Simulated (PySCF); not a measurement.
O₂, SMILES O=O (connectivity only; charge and spin as stated), charge -1, multiplicity 2.

Geometry optimised at PBE-D3(BJ)/def2-TZVPD.

Two levels are set side by side: PBE/def2-TZVPD (PySCF) and CAM-B3LYP/def2-TZVPD (PySCF). Same geometry, gas phase. Differences are taken from unrounded values.

| quantity | PBE |
|---|---|
| α-spin orbital gap (eV) | 1.84 |
| β-spin orbital gap (eV) | 0.32 |

Problem. These are the PBE values. What does CAM-B3LYP give? (An estimate is asked for; the answer gives what the named calculation found.)

Solution. 
```csv
quantity,CAM-B3LYP,PBE minus CAM-B3LYP
α-spin orbital gap (eV),5.95,-4.10
β-spin orbital gap (eV),5.50,-5.18
```

Rough cost on one machine, each run with all the roots and properties that it gave: CAM-B3LYP against PBE within a factor of 2.
